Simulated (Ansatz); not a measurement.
```yaml
crystal:
  periodic: [false, false, false]
  atoms:
    - {symbol: Hf, position_ang: [0.003695, 0.005811, -0.122698]}
    - {symbol: O, position_ang: [-0.014380, 1.819144, 0.088889]}
    - {symbol: F, position_ang: [0.010685, -1.824955, 0.033808]}
basis:
  gaussian: {orbitals: def2-TZVP}
magnetization: {spin_polarized: true, initial_magnetization: 3}
hamiltonian: {xc: pbe0}
relax: {f_tol: 0.004, max_steps: 80}
```

```sh
$ ansatz run in.yaml --threads 1 --pin off --events-out ev --progress --plain --max-ram 2176MiB
```

Steps of the relaxation (energy above the last step; positions in Å, forces in eV/Å):

```
3
step 1, 499.0 meV
Hf    0.004    0.006   -0.123    0.022   -0.152   -0.695
O    -0.014    1.819    0.089   -0.031    2.931    0.400
F     0.011   -1.825    0.034    0.009   -2.779    0.295
```

```
3
step 2, 241.2 meV
Hf    0.004    0.006   -0.144    0.021   -0.883   -0.503
O    -0.015    1.890    0.101   -0.018    1.277    0.316
F     0.011   -1.896    0.043   -0.003   -0.394    0.188
```

```
3
step 3, 99.5 meV
Hf    0.007   -0.010   -0.228    0.019   -0.939   -0.438
O    -0.017    1.935    0.144   -0.013    0.638    0.303
F     0.010   -1.926    0.083   -0.006    0.300    0.135
```

```
3
step 9, 0.0 meV
Hf    0.015   -0.026   -0.494    0.000   -0.001    0.000
O    -0.020    1.824    0.275    0.000    0.002    0.000
F     0.005   -1.797    0.219    0.000   -0.001    0.000
```

Close pairs at the end: Hf1–F3 1.909 Å, Hf1–O2 2.004 Å.

A stationary point of unrestricted PBE0 after 9 steps, with ⟨S²⟩ = 3.753 against 3.75 for a pure state; no frequencies were run, so it isn't proven a minimum. 5.9 min on 1 thread of Arm Neoverse V1, shared host.
